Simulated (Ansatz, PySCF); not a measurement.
**Ladder of methods for the cohesive energy of 3C-SiC**

Reference value: 6.48 eV/atom (measured, static lattice: zero-point vibration energy added; as tabulated in Mejia-Rodriguez and Trickey (2018), arXiv:1807.09216).

Q: Which of these levels comes closest to the reference?
A) LDA (Ansatz (a program for electronic structure))
B) MP2 (PySCF)
C) PBE (PySCF)

A: C, PBE (PySCF)

| level (code) | value (eV/atom) | cell (Å³/atom) | error (eV/atom) |
|---|---|---|---|
| LDA (Ansatz) | 7.40 | 10.14 | +0.92 |
| PBE (PySCF) | 6.37 ± 0.07 | 10.54 | -0.11 |
| MP2 (PySCF) | 7.02 ± 0.1 | 10.27 | +0.54 |

Of the ranked levels PBE (-0.11 eV/atom) comes nearest. Among them LDA (+0.92 eV/atom) misses by most. Of the ranked levels only PBE lands within 0.3 eV/atom.

A ± on a computed value is a rough bar: the spread of its extrapolation, a floor set from checks against published values, or a statistical error. Each level is taken at its own relaxed cell. Ansatz's density-functional and Hartree–Fock values are scalar-relativistic unless marked +SOC, with PAW data made under PBE.

Differences are worked out from the printed values.
